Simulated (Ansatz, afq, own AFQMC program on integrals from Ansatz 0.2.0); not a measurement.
**Where AFQMC and coupled cluster stand for GeNH3, triplet**

```json
{"atom": "Ge", "x (Å)": "0.0000", "y (Å)": "0.0136", "z (Å)": "0.2703"}
{"atom": "N", "x (Å)": "0.0000", "y (Å)": "-0.1285", "z (Å)": "-1.4273"}
{"atom": "H", "x (Å)": "0.0000", "y (Å)": "1.2926", "z (Å)": "1.1326"}
{"atom": "H", "x (Å)": "0.0000", "y (Å)": "-1.2745", "z (Å)": "1.0940"}
{"atom": "H", "x (Å)": "0.0000", "y (Å)": "0.7906", "z (Å)": "-1.8701"}
```

Connectivity, by distances: GeH2–NH.

Basis cc-pVDZ. Only valence electrons are correlated. Ansatz 0.2.0 and our own AFQMC program on the same integrals; the CISD trial comes from CCSD amplitudes, and released means the phaseless constraint is let go. ± is one standard error of the sampling. No spin–orbit coupling.

Determinant: ROHF, the one that the program's search chose, which needn't be the lowest solution. The geometry is a PBE0/def2-TZVP stationary point of this or a neighbouring charge and spin state.

No full CI on the walks' own integrals is used here. The released AFQMC energy serves as the reference, which it does only where one determinant dominates, the energy is flat over the last release times and near the phaseless one (40 meV or 2 meV an electron, half that with transition metals). On small molecules, where full CI could be run and the noise was under 10 meV, such values lay within 10 meV of it in 19 cases of 20, a flattering rate, since the rule was set on those same cases; what remains of the bias isn't in the error bar.

Cautions: no relativity below Rb; no spin-orbit coupling; inner d shell frozen; another spin lies lower; the released value is read at 2.40 1/Eh (meV from the phaseless value at times in 1/Eh: -2 ± 4 at 0.24, -6 ± 3 at 0.51, -6.9 ± 2.2 at 0.99, -9 ± 3 at 1.62, -11 ± 3 at 2.40).

* T1 diagnostic: 0.0177
* weight of the determinant in the CISD state: 0.888
* size of the correlated space: 12 electrons in 41 orbitals

Reference: AFQMC with the constraint released, correlation energy -7.196 ± 0.003 eV.

```
        level  E − E(reference) (kJ/mol)  share of correlation (%)
           HF                694.3 ± 0.3                      0.00
          MP2                108.7 ± 0.3                     84.34
         CCSD                 18.8 ± 0.3                     97.29
      CCSD(T)                  3.8 ± 0.3                     99.45
ph-AFQMC/CISD                  1.1 ± 0.4                     99.84
```

A walk keeps the symmetry of its determinant, which the program's search chose and which needn't be the lowest solution, so a lower state of the same spin and another symmetry isn't excluded. Released energies are given only where the last usable release times agree within the noise; a slower fall can still hide under it.
